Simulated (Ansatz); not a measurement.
Input for Ansatz (development build ahead of 0.2.0):

```yaml
crystal:
  periodic: [false, false, false]
  atoms:
    - { symbol: Al, position_ang: [-0.04625, 0.01658, -0.67654] }
    - { symbol: F, position_ang: [-0.00181, 0.00989, 0.94163] }
basis:
  gaussian: { orbitals: def2-TZVP }
hamiltonian:
  xc: pbe0
output:
  forces: true
```

The input is written out in the form of the current development build from the run's settings.

Results

- Converged: yes
- Total energy: -342.17254 hartree
- Spin squared of the determinant: 0.000
- Stability test: minimum among restricted orbitals

Forces (eV/Å):
```csv
atom,Fx,Fy,Fz
Al1,-0.036,0.005,-1.313
F2,0.036,-0.005,1.313
```
